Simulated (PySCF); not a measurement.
# CH5NSi: spin-spin couplings and electronic excitations at several levels of theory

How much do the spin-spin couplings and electronic excitations of CH5NSi (`C=N[SiH3]`) depend on the level of theory, and what does each level cost?

Programs: PySCF 2.14.0, with density-fitted response routines of our own. Each step states its level of theory. These are calculated values for one molecule in the gas phase, unless marked as measured. Atoms are numbered from 0 throughout.

## (1) Starting geometry

8 atoms, charge 0, multiplicity 1; geometry from: PBE0-D3(BJ)/def2-SVP.

Bonds of the start (Å): C0–N1 1.26, N1–Si2 1.76, C0–H3 1.11, C0–H4 1.11, Si2–H5 1.49, Si2–H6 1.49, Si2–H7 1.50.

## (2) J couplings: B3LYP/def2-TZVP

Job settings and geometry (Å):

```
{"job": {"kind": "j", "xc": "B3LYP", "basis": "def2-TZVP"}, "charge": 0, "multiplicity": 1}
C      1.531166    -0.063050     0.005319
N      0.472305    -0.406723     0.598448
Si    -1.153020    -0.009318     0.065794
H      1.565626     0.533945    -0.933169
H      2.519777    -0.352662     0.409615
H     -1.813718     0.773409     1.149028
H     -1.895416    -1.285127    -0.142021
H     -1.164719     0.789399    -1.207412
```

Level: B3LYP/def2-TZVP indirect spin-spin coupling, non-relativistic, gas phase.

On the command line:

```console
> OMP_NUM_THREADS=1 python probes_run.py task.json out
```

One launch serves the whole session: the jobs run in the order shown.

Output:

```text
coarse grid: 6872 points
cycle   1  E = -385.3790131065  dE =  3.795e-02  |g| = 4.117e-01  |ddm| = 2.001e+00
cycle   2  E = -385.2686816021  dE =  1.103e-01  |g| = 8.033e-01  |ddm| = 9.485e-01
cycle   3  E = -385.4155150619  dE = -1.468e-01  |g| = 7.617e-02  |ddm| = 6.736e-01
cycle   4  E = -385.4165512543  dE = -1.036e-03  |g| = 3.355e-02  |ddm| = 6.055e-02
cycle   5  E = -385.4168306156  dE = -2.794e-04  |g| = 4.920e-03  |ddm| = 2.495e-02
cycle   6  E = -385.4168363565  dE = -5.741e-06  |g| = 7.013e-04  |ddm| = 4.257e-03
final grid: 60992 points
cycle   7  E = -385.4112002853  dE = -1.039e-05  |g| = 3.392e-03  |ddm| = 1.738e-02
cycle   8  E = -385.4111981617  dE =  2.124e-06  |g| = 4.511e-03  |ddm| = 6.658e-03
cycle   9  E = -385.4112027110  dE = -4.549e-06  |g| = 1.027e-03  |ddm| = 3.889e-03
cycle  10  E = -385.4112029289  dE = -2.179e-07  |g| = 2.083e-04  |ddm| = 6.031e-04
cycle  11  E = -385.4112029394  dE = -1.058e-08  |g| = 4.210e-05  |ddm| = 1.643e-04
cycle  12  E = -385.4112029399  dE = -4.841e-10  |g| = 7.819e-06  |ddm| = 4.643e-05
converged SCF energy = -385.4112029399

Indirect spin-spin couplings (Hz)
  i      j    bonds     total        FC       PSO       DSO        SD
  0 C    1 N    1     -5.158   -11.487     8.009    -0.043    -1.637
  0 C    2 Si   2      3.767     3.709    -0.006     0.069    -0.005
  0 C    3 H    1    158.604   158.097    -0.266     0.663     0.111
  0 C    4 H    1    176.860   176.364    -0.218     0.612     0.102
  0 C    5 H    3      5.131     5.305     0.247    -0.432     0.012
  0 C    6 H    3      5.254     5.431     0.250    -0.437     0.010
  0 C    7 H    3      4.993     5.251    -0.113    -0.077    -0.070
  1 N    2 Si   1     -8.759    -6.861    -2.499     0.029     0.573
  1 N    3 H    2      3.551     2.262     1.278     0.259    -0.248
  1 N    4 H    2    -11.375   -12.696     1.326     0.232    -0.236
  1 N    5 H    2     -5.663    -5.868     0.099     0.087     0.019
  1 N    6 H    2     -5.781    -5.989     0.103     0.087     0.018
  1 N    7 H    2     -0.095    -0.303     0.069     0.144    -0.006
  2 Si   3 H    3    -15.526   -15.576    -0.014     0.074    -0.009
  2 Si   4 H    3    -24.172   -24.175    -0.351     0.393    -0.039
  2 Si   5 H    1   -184.759  -185.115     0.785    -0.158    -0.271
  2 Si   6 H    1   -185.006  -185.362     0.786    -0.158    -0.272
  2 Si   7 H    1   -160.376  -160.783     0.823    -0.171    -0.245
  3 H    4 H    2     22.730    22.782     2.623    -3.071     0.396
  3 H    5 H    4     -1.964    -1.472     0.815    -1.296    -0.012
  3 H    6 H    4     -1.943    -1.441     0.827    -1.317    -0.013
  3 H    7 H    4      1.359     0.974    -0.738     1.087     0.036
  4 H    5 H    4     -1.330    -0.928     1.036    -1.449     0.012
  4 H    6 H    4     -1.282    -0.878     1.039    -1.455     0.011
  4 H    7 H    4     -0.577    -0.187     1.066    -1.447    -0.009
  5 H    6 H    2      3.508     4.401     1.117    -2.058     0.047
  5 H    7 H    2     10.429    11.323     1.072    -2.012     0.045
  6 H    7 H    2     10.525    11.419     1.072    -2.012     0.046
```

It took 11 s on 1 thread of Arm Neoverse V1, shared host; peak memory 0.51 GiB.

This basis has no tight s functions, so the Fermi-contact terms are rough.

Couplings of 1 Hz or more over one to four bonds, nine at most for each number, with means over like pairs (isotopes 13C, 1H, 15N, 29Si):

| pair | bonds | J (Hz) | Fermi contact (Hz) | dihedral (°) |
| --- | --- | --- | --- | --- |
| C0–H4 | 1 | 176.9 | 176.4 | – |
| Si2–H5 | 1 | -176.7 | -177.1 | – |
| C0–H3 | 1 | 158.6 | 158.1 | – |
| N1–Si2 | 1 | -8.8 | -6.9 | – |
| C0–N1 | 1 | -5.2 | -11.5 | – |
| H3–H4 | 2 | 22.7 | 22.8 | – |
| N1–H4 | 2 | -11.4 | -12.7 | – |
| H5–H6 | 2 | 8.2 | 9.0 | – |
| N1–H5 | 2 | -3.8 | -4.1 | – |
| C0–Si2 | 2 | 3.8 | 3.7 | – |
| N1–H3 | 2 | 3.6 | 2.3 | – |
| Si2–H4 | 3 | -24.2 | -24.2 | 180 |
| Si2–H3 | 3 | -15.5 | -15.6 | 0 |
| C0–H5 | 3 | 5.1 | 5.3 | – |
| H4–H5 | 4 | -1.1 | -0.7 | – |

Means hide unlike values in this fixed geometry: H5–H6 from 3.5 to 10.5 Hz; N1–H5 from -5.8 to -0.1 Hz. They hold only if the pairs exchange fast.

Quadrupole couplings from the field gradients of the same density:

| atom | isotope | eQq/h (MHz) | η |
| --- | --- | --- | --- |
| N1 | 14N | -4.730 | 0.89 |

## (3) J couplings: B3LYP/cc-pVTZ

Settings changed since step 2:

```diff
@@ -1,2 +1,2 @@
-{"job": {"kind": "j", "xc": "B3LYP", "basis": "def2-TZVP"}, "charge": 0, "multiplicity": 1}
+{"job": {"kind": "j", "xc": "B3LYP", "basis": "cc-pVTZ"}, "charge": 0, "multiplicity": 1}
 C      1.531166    -0.063050     0.005319
```

Level: B3LYP/cc-pVTZ indirect spin-spin coupling, non-relativistic, gas phase.

Output:

```text
coarse grid: 6872 points
cycle   1  E = -385.3673822715  dE =  4.356e-02  |g| = 4.113e-01  |ddm| = 5.317e+00
cycle   2  E = -385.2587300382  dE =  1.087e-01  |g| = 8.001e-01  |ddm| = 1.515e+00
cycle   3  E = -385.4038821861  dE = -1.452e-01  |g| = 7.666e-02  |ddm| = 9.980e-01
cycle   4  E = -385.4049569755  dE = -1.075e-03  |g| = 3.386e-02  |ddm| = 1.510e-01
cycle   5  E = -385.4052432589  dE = -2.863e-04  |g| = 4.506e-03  |ddm| = 5.760e-02
cycle   6  E = -385.4052481730  dE = -4.914e-06  |g| = 7.111e-04  |ddm| = 8.529e-03
final grid: 60992 points
cycle   7  E = -385.4091886730  dE = -1.497e-05  |g| = 3.503e-03  |ddm| = 4.525e-02
cycle   8  E = -385.4091864416  dE =  2.231e-06  |g| = 4.683e-03  |ddm| = 1.363e-02
cycle   9  E = -385.4091913055  dE = -4.864e-06  |g| = 1.073e-03  |ddm| = 7.456e-03
cycle  10  E = -385.4091915426  dE = -2.371e-07  |g| = 2.107e-04  |ddm| = 1.437e-03
cycle  11  E = -385.4091915533  dE = -1.068e-08  |g| = 4.765e-05  |ddm| = 3.665e-04
cycle  12  E = -385.4091915539  dE = -6.344e-10  |g| = 8.248e-06  |ddm| = 9.923e-05
converged SCF energy = -385.4091915539

Indirect spin-spin couplings (Hz)
  i      j    bonds     total        FC       PSO       DSO        SD
  0 C    1 N    1    -11.709   -18.179     8.149    -0.045    -1.634
  0 C    2 Si   2      3.883     3.816     0.005     0.069    -0.006
  0 C    3 H    1    152.007   151.170    -0.155     0.637     0.355
  0 C    4 H    1    169.903   169.067    -0.109     0.585     0.360
  0 C    5 H    3      4.146     4.338     0.226    -0.432     0.014
  0 C    6 H    3      4.281     4.477     0.229    -0.437     0.012
  0 C    7 H    3      5.046     5.291    -0.100    -0.076    -0.068
  1 N    2 Si   1     -8.071    -6.209    -2.439     0.029     0.549
  1 N    3 H    2      3.485     2.256     1.250     0.259    -0.280
  1 N    4 H    2    -10.025   -11.301     1.303     0.232    -0.259
  1 N    5 H    2     -5.237    -5.466     0.124     0.088     0.018
  1 N    6 H    2     -5.349    -5.582     0.129     0.088     0.017
  1 N    7 H    2      0.204    -0.045     0.098     0.145     0.005
  2 Si   3 H    3    -16.714   -16.795     0.012     0.075    -0.006
  2 Si   4 H    3    -26.116   -26.132    -0.354     0.394    -0.024
  2 Si   5 H    1   -172.248  -172.934     0.800    -0.154     0.041
  2 Si   6 H    1   -172.493  -173.180     0.801    -0.154     0.040
  2 Si   7 H    1   -148.363  -149.119     0.855    -0.167     0.068
  3 H    4 H    2     22.782    22.590     2.863    -3.111     0.440
  3 H    5 H    4     -2.074    -1.482     0.720    -1.299    -0.012
  3 H    6 H    4     -2.054    -1.451     0.729    -1.320    -0.012
  3 H    7 H    4      1.405     0.962    -0.683     1.088     0.037
  4 H    5 H    4     -1.345    -0.936     1.034    -1.454     0.010
  4 H    6 H    4     -1.298    -0.884     1.036    -1.460     0.010
  4 H    7 H    4     -0.499    -0.161     1.122    -1.453    -0.007
  5 H    6 H    2      2.919     4.055     0.851    -2.068     0.082
  5 H    7 H    2      9.893    11.026     0.811    -2.021     0.078
  6 H    7 H    2      9.992    11.124     0.811    -2.021     0.078
```

Run time: 15 s. Hardware: 1 thread of Arm Neoverse V1, shared host; peak memory 0.63 GiB.

This basis has no tight s functions, so the Fermi-contact terms are rough.

Key values: J(C0,H4) 169.9 Hz, J(Si2,H5) -164.4 Hz, J(C0,H3) 152.0 Hz (means over like pairs).

## (4) Spin-spin couplings: B3LYP/6-31G*

Settings changed since step 3:

```diff
@@ -1,2 +1,2 @@
-{"job": {"kind": "j", "xc": "B3LYP", "basis": "cc-pVTZ"}, "charge": 0, "multiplicity": 1}
+{"job": {"kind": "j", "xc": "B3LYP", "basis": "6-31G*"}, "charge": 0, "multiplicity": 1}
 C      1.531166    -0.063050     0.005319
```

Level: B3LYP/6-31G* indirect spin-spin coupling, non-relativistic, gas phase.

Output:

```text
coarse grid: 6872 points
cycle   1  E = -385.3321674690  dE =  5.543e-02  |g| = 3.893e-01  |ddm| = 2.485e+00
cycle   2  E = -385.2329485682  dE =  9.922e-02  |g| = 7.541e-01  |ddm| = 1.072e+00
cycle   3  E = -385.3677564475  dE = -1.348e-01  |g| = 6.553e-02  |ddm| = 7.249e-01
cycle   4  E = -385.3686939480  dE = -9.375e-04  |g| = 2.822e-02  |ddm| = 7.951e-02
cycle   5  E = -385.3689114146  dE = -2.175e-04  |g| = 2.549e-03  |ddm| = 2.872e-02
cycle   6  E = -385.3689132641  dE = -1.850e-06  |g| = 5.256e-04  |ddm| = 3.317e-03
final grid: 60992 points
cycle   7  E = -385.3345286816  dE = -3.912e-06  |g| = 2.958e-03  |ddm| = 8.272e-03
cycle   8  E = -385.3345275886  dE =  1.093e-06  |g| = 3.672e-03  |ddm| = 6.975e-03
cycle   9  E = -385.3345309820  dE = -3.393e-06  |g| = 7.506e-04  |ddm| = 3.989e-03
cycle  10  E = -385.3345311055  dE = -1.235e-07  |g| = 1.475e-04  |ddm| = 6.081e-04
cycle  11  E = -385.3345311111  dE = -5.632e-09  |g| = 1.723e-05  |ddm| = 1.602e-04
cycle  12  E = -385.3345311112  dE = -9.578e-11  |g| = 3.747e-06  |ddm| = 2.669e-05
converged SCF energy = -385.3345311112

Indirect spin-spin couplings (Hz)
  i      j    bonds     total        FC       PSO       DSO        SD
  0 C    1 N    1    -13.635   -19.265     7.202    -0.050    -1.521
  0 C    2 Si   2      3.962     3.861     0.050     0.069    -0.017
  0 C    3 H    1    164.297   163.755    -0.443     0.711     0.275
  0 C    4 H    1    178.609   178.099    -0.419     0.664     0.266
  0 C    5 H    3      6.353     6.642     0.132    -0.429     0.007
  0 C    6 H    3      6.394     6.689     0.134    -0.434     0.006
  0 C    7 H    3      3.878     4.133    -0.121    -0.073    -0.061
  1 N    2 Si   1      0.941     2.484    -2.029     0.030     0.456
  1 N    3 H    2      3.671     2.332     1.229     0.249    -0.139
  1 N    4 H    2     -8.427    -9.798     1.276     0.225    -0.130
  1 N    5 H    2     -3.906    -4.123     0.116     0.084     0.017
  1 N    6 H    2     -4.019    -4.239     0.120     0.084     0.016
  1 N    7 H    2     -0.640    -0.863     0.093     0.139    -0.009
  2 Si   3 H    3    -14.372   -14.453     0.016     0.072    -0.007
  2 Si   4 H    3    -23.379   -23.483    -0.238     0.390    -0.048
  2 Si   5 H    1   -197.191  -197.572     0.974    -0.184    -0.408
  2 Si   6 H    1   -197.421  -197.802     0.973    -0.184    -0.409
  2 Si   7 H    1   -169.136  -169.429     0.858    -0.195    -0.370
  3 H    4 H    2     21.524    22.401     1.790    -2.975     0.308
  3 H    5 H    4     -2.699    -1.780     0.375    -1.278    -0.016
  3 H    6 H    4     -2.677    -1.743     0.381    -1.299    -0.016
  3 H    7 H    4      1.765     1.164    -0.529     1.090     0.041
  4 H    5 H    4     -2.035    -1.277     0.664    -1.435     0.014
  4 H    6 H    4     -1.985    -1.223     0.665    -1.441     0.013
  4 H    7 H    4     -0.873    -0.179     0.738    -1.430    -0.002
  5 H    6 H    2      2.281     3.999     0.248    -1.991     0.026
  5 H    7 H    2      9.811    11.514     0.216    -1.946     0.026
  6 H    7 H    2      9.910    11.614     0.216    -1.946     0.026
```

It took 4.1 s on 1 thread of Arm Neoverse V1, shared host; peak memory 0.45 GiB.

This basis has no tight s functions, so the Fermi-contact terms are rough.

This run: J(Si2,H5) -187.9 Hz, J(C0,H4) 178.6 Hz, J(C0,H3) 164.3 Hz (means over like pairs).

## (5) Excited states and response: HF/def2-SVPD

Settings changed since step 4:

```diff
@@ -1,2 +1,2 @@
-{"job": {"kind": "j", "xc": "B3LYP", "basis": "6-31G*"}, "charge": 0, "multiplicity": 1}
+{"job": {"kind": "uv", "xc": "HF", "basis": "def2-SVPD", "ip": true}, "charge": 0, "multiplicity": 1}
 C      1.531166    -0.063050     0.005319
```

With the program's defaults for keys left out, this is: TDDFT HF/def2-SVPD, vertical, gas phase, core orbitals frozen in the response.

Output:

```text
final grid: 60992 points
cycle   1  E = -383.9316917148  dE =  3.971e-02  |g| = 4.005e-01  |ddm| = 3.463e+00
cycle   2  E = -383.9755702738  dE = -4.388e-02  |g| = 2.226e-01  |ddm| = 7.822e-01
cycle   3  E = -383.9866290685  dE = -1.106e-02  |g| = 5.881e-02  |ddm| = 4.470e-01
cycle   4  E = -383.9879651370  dE = -1.336e-03  |g| = 1.565e-02  |ddm| = 1.466e-01
cycle   5  E = -383.9880757701  dE = -1.106e-04  |g| = 5.168e-03  |ddm| = 4.328e-02
cycle   6  E = -383.9880967319  dE = -2.096e-05  |g| = 2.324e-03  |ddm| = 1.372e-02
cycle   7  E = -383.9881009234  dE = -4.192e-06  |g| = 6.917e-04  |ddm| = 8.144e-03
cycle   8  E = -383.9881012683  dE = -3.448e-07  |g| = 1.146e-04  |ddm| = 3.192e-03
cycle   9  E = -383.9881012808  dE = -1.256e-08  |g| = 2.425e-05  |ddm| = 8.497e-04
cycle  10  E = -383.9881012813  dE = -5.040e-10  |g| = 5.339e-06  |ddm| = 1.966e-04
converged SCF energy = -383.9881012813

Static polarisability (au): isotropic 46.116, principal 37.490 42.252 58.606

Singlet excitations
state   eV       nm        f      main configurations
  1   4.6181    268.5   0.00027   H->L+2 0.90
  2   8.0568    153.9   0.06795   H->L 0.41, H-1->L+2 0.22, H->L+1 0.17
  3   8.1561    152.0   0.42544   H-1->L+2 0.53, H->L 0.11, H-3->L+2 0.10
  4   9.0482    137.0   0.08155   H->L+3 0.53, H->L 0.24
  5   9.1398    135.7   0.00319   H-1->L+3 0.28, H-1->L 0.26, H-1->L+1 0.21
  6   9.3035    133.3   0.00801   H->L+4 0.78
  7   9.5110    130.4   0.00585   H->L+1 0.51, H->L+3 0.17, H->L 0.15
  8   9.5668    129.6   0.00886   H-4->L+2 0.31, H-2->L+2 0.23, H-1->L 0.20
  9   9.8134    126.3   0.02330   H->L+5 0.79
 10   9.9478    124.6   0.03335   H-1->L 0.34, H-1->L+1 0.18, H-1->L+3 0.11

Triplet excitations (Tamm-Dancoff, eV): 3.9152 4.2505 7.6407 8.4478
Vertical ionisation energy (delta-SCF) = 8.3248 eV
```

Wall time 2.2 s (1 thread of Arm Neoverse V1, shared host); peak memory 0.45 GiB.

Frontier orbitals and where they lie:

| orbital | eV | atoms |
| --- | --- | --- |
| HOMO−3 | -13.87 | Si2 29 %, N1 23 %, H5 15 % |
| HOMO−2 | -13.08 | Si2 39 %, H7 26 %, H6 12 % |
| HOMO−1 | -11.97 | N1 32 %, C0 22 %, Si2 19 % |
| HOMO | -10.74 | N1 57 %, C0 16 %, Si2 10 % |
| LUMO | 2.51 | Si2 50 %, C0 23 %, H3 6 % |
| LUMO+1 | 3.01 | Si2 34 %, C0 24 %, H7 9 % |
| LUMO+2 | 3.01 | C0 37 %, N1 29 %, H3 12 % |

With each of the 10 states as a Gaussian band of 0.4 eV half-width at 1/e, the curve within the window shown has maxima at 152 nm (ε 20,000), 137 nm (ε 3,900), 127 nm (ε 2,700) L/(mol cm). Beyond the last state computed it falls off for lack of states. The curve at chosen wavelengths:

```
 nm  ε (L/mol/cm)
121          1089
128          2667
136          3906
143          4966
151         19308
158         11604
166          1224
173            58
181             1
188             0
196             0
203             0
211             0
218             0
226             0
233             0
241             2
248             4
256             8
263            10
271            11
278             9
286             7
293             4
301             2
308             1
```

Ground-state properties from the same run:

| property | computed |
| --- | --- |
| dipole moment (D) | 1.77 |
| polarisability (Å³) | 6.83 |
| HOMO–LUMO gap (eV) | 13.25 |
| −ε(HOMO) (eV) | 10.74 |

## (6) Ultraviolet spectrum: LDA/def2-SVPD

Settings changed since step 5:

```diff
@@ -1,2 +1,2 @@
-{"job": {"kind": "uv", "xc": "HF", "basis": "def2-SVPD", "ip": true}, "charge": 0, "multiplicity": 1}
+{"job": {"kind": "uv", "xc": "LDA", "basis": "def2-SVPD", "ip": true}, "charge": 0, "multiplicity": 1}
 C      1.531166    -0.063050     0.005319
```

With the program's defaults for keys left out, this is: TDDFT LDA/def2-SVPD, vertical, gas phase, core orbitals frozen in the response.

Output:

```text
coarse grid: 6872 points
cycle   1  E = -383.0784473468  dE =  3.773e-02  |g| = 3.842e-01  |ddm| = 3.701e+00
cycle   2  E = -382.8713534562  dE =  2.071e-01  |g| = 9.839e-01  |ddm| = 2.997e+00
cycle   3  E = -383.1122680915  dE = -2.409e-01  |g| = 1.283e-01  |ddm| = 2.181e+00
cycle   4  E = -383.1157821800  dE = -3.514e-03  |g| = 5.007e-02  |ddm| = 1.612e-01
cycle   5  E = -383.1164997945  dE = -7.176e-04  |g| = 7.038e-03  |ddm| = 7.496e-02
cycle   6  E = -383.1165213601  dE = -2.157e-05  |g| = 1.004e-03  |ddm| = 1.494e-02
cycle   7  E = -383.1165217962  dE = -4.362e-07  |g| = 1.537e-04  |ddm| = 2.642e-03
final grid: 60992 points
cycle   8  E = -383.1740839820  dE = -1.015e-05  |g| = 2.009e-03  |ddm| = 3.558e-02
cycle   9  E = -383.1740792020  dE =  4.780e-06  |g| = 4.964e-03  |ddm| = 1.074e-02
cycle  10  E = -383.1740847788  dE = -5.577e-06  |g| = 7.755e-04  |ddm| = 8.330e-03
cycle  11  E = -383.1740849208  dE = -1.420e-07  |g| = 2.062e-04  |ddm| = 9.264e-04
cycle  12  E = -383.1740849334  dE = -1.258e-08  |g| = 2.966e-05  |ddm| = 4.056e-04
cycle  13  E = -383.1740849337  dE = -3.196e-10  |g| = 6.363e-06  |ddm| = 6.611e-05
converged SCF energy = -383.1740849337

Static polarisability (au): isotropic 52.698, principal 41.674 48.781 67.639

Singlet excitations
state   eV       nm        f      main configurations
  1   3.8091    325.5   0.00038   H->L 1.00
  2   5.4680    226.7   0.01056   H->L+1 0.98
  3   6.0421    205.2   0.00138   H-2->L 0.99
  4   6.1559    201.4   0.02139   H->L+2 0.51, H-1->L 0.41
  5   6.2596    198.1   0.13226   H->L+2 0.42, H-1->L 0.41, H->L+4 0.08
  6   6.4192    193.1   0.00130   H->L+3 0.99
  7   6.6866    185.4   0.06567   H->L+4 0.83
  8   6.7736    183.0   0.04043   H->L+5 0.93
  9   7.5724    163.7   0.00474   H-1->L+1 0.97
 10   7.9751    155.5   0.00172   H-2->L+1 0.90

Triplet excitations (Tamm-Dancoff, eV): 3.2775 5.0939 5.2630 5.9023
Vertical ionisation energy (delta-SCF) = 9.4794 eV
Vertical electron affinity (delta-SCF) = -0.8311 eV
```

Run time: 13 s. Hardware: 1 thread of Arm Neoverse V1, shared host; peak memory 0.45 GiB.

In short: HOMO -5.92 eV, LUMO -2.39 eV; lowest singlet 3.81 eV.

## (7) TDDFT and polarisability: PBE/def2-SVPD

Settings changed since step 6:

```diff
@@ -1,2 +1,2 @@
-{"job": {"kind": "uv", "xc": "LDA", "basis": "def2-SVPD", "ip": true}, "charge": 0, "multiplicity": 1}
+{"job": {"kind": "uv", "xc": "PBE", "basis": "def2-SVPD", "ip": true}, "charge": 0, "multiplicity": 1}
 C      1.531166    -0.063050     0.005319
```

Method: TDDFT PBE/def2-SVPD, vertical, gas phase, core orbitals frozen in the response.

Output:

```text
coarse grid: 6872 points
cycle   1  E = -384.8002262130  dE =  3.861e-02  |g| = 3.949e-01  |ddm| = 3.697e+00
cycle   2  E = -384.5934567580  dE =  2.068e-01  |g| = 9.852e-01  |ddm| = 3.259e+00
cycle   3  E = -384.8350861478  dE = -2.416e-01  |g| = 1.323e-01  |ddm| = 2.437e+00
cycle   4  E = -384.8390149700  dE = -3.929e-03  |g| = 4.844e-02  |ddm| = 1.706e-01
cycle   5  E = -384.8396923480  dE = -6.774e-04  |g| = 6.876e-03  |ddm| = 7.857e-02
cycle   6  E = -384.8397119197  dE = -1.957e-05  |g| = 1.194e-03  |ddm| = 1.388e-02
cycle   7  E = -384.8397124645  dE = -5.448e-07  |g| = 2.716e-04  |ddm| = 3.102e-03
final grid: 60992 points
cycle   8  E = -384.9005802333  dE = -3.861e-06  |g| = 7.267e-03  |ddm| = 4.320e-02
cycle   9  E = -384.9005418849  dE =  3.835e-05  |g| = 1.441e-02  |ddm| = 4.626e-02
cycle  10  E = -384.9005909713  dE = -4.909e-05  |g| = 3.448e-03  |ddm| = 3.284e-02
cycle  11  E = -384.9005938786  dE = -2.907e-06  |g| = 2.110e-04  |ddm| = 3.190e-03
cycle  12  E = -384.9005938946  dE = -1.594e-08  |g| = 4.528e-05  |ddm| = 4.602e-04
cycle  13  E = -384.9005938952  dE = -6.752e-10  |g| = 7.930e-06  |ddm| = 9.300e-05
converged SCF energy = -384.9005938952

Static polarisability (au): isotropic 51.512, principal 40.582 47.664 66.291

Singlet excitations
state   eV       nm        f      main configurations
  1   3.9260    315.8   0.00034   H->L 1.00
  2   5.5992    221.4   0.00888   H->L+1 0.98
  3   6.2124    199.6   0.01904   H->L+2 0.86, H-1->L 0.09
  4   6.2349    198.9   0.00151   H-2->L 0.99
  5   6.3945    193.9   0.14157   H-1->L 0.69, H-3->L 0.14
  6   6.5441    189.5   0.00088   H->L+3 0.99
  7   6.6845    185.5   0.02429   H->L+4 0.64, H->L+5 0.31
  8   6.8310    181.5   0.07516   H->L+5 0.68, H->L+4 0.26
  9   7.6818    161.4   0.00384   H-1->L+1 0.97
 10   8.1032    153.0   0.03588   H->L+6 0.55, H-2->L+1 0.42

Triplet excitations (Tamm-Dancoff, eV): 3.3082 4.9496 5.3679 5.9966
Vertical ionisation energy (delta-SCF) = 9.3455 eV
Vertical electron affinity (delta-SCF) = -0.9788 eV
```

Wall time 20 s (1 thread of Arm Neoverse V1, shared host); peak memory 0.45 GiB.

This run: HOMO -5.85 eV, LUMO -2.17 eV; lowest singlet 3.93 eV.

(Part 1 of 2 ends here.)
